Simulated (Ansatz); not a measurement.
## What a trial cell of P relaxes into

All numbers below come from DFT r2SCAN, scalar-relativistic, plane waves, PAW in Ansatz. Cutoff 500 eV, Γ-centred k mesh, Gaussian smearing, no spin polarisation in the final step.

The start puts P on the fcc structure type (Fm-3m, No. 225), at a guessed volume.

```xyz
1
Lattice="0.0000 2.4364 2.4364 2.4364 0.0000 2.4364 2.4364 2.4364 0.0000" Properties=species:S:1:pos:R:3 pbc="T T T"
P     0.0000    0.0000    0.0000
```

Cell and atoms relax at zero pressure; the relaxation can't lower the symmetry of the start. After a coarse first stage the cell is made exact in the group found at 0.06 Å.

Energies count from the standard state of P at the same level.

Task: Which crystal results?

Result: It keeps Fm-3m (No. 225). The result has the fcc structure. Conventional cell: a = 3.887 Å. Around P lie 12 P at 2.75 Å.

Space group Fm-3m (No. 225). a = 3.887 Å, b = 3.887 Å, c = 3.887 Å, α = 90.00°, β = 90.00°, γ = 90.00°
| atom | site | symmetry | x | y | z |
| --- | --- | --- | --- | --- | --- |
| P | 4a | m-3m | 0.0000 | 0.0000 | 0.0000 |

Task: What are its volume, energy, density and gap?

Result: The volume per atom is 14.69 Å³ and the density is 3.50 g/cm³. The energy over the standard structure is 1.10 eV/atom and the gap on the 24×24×24 mesh is 0 eV (a metal).

The final run used a 24×24×24 mesh on its 1-atom cell and 0.10 eV smearing. For metals, differences of a few meV/atom aren't resolved. A structure relaxed within its symmetry needn't be a true minimum.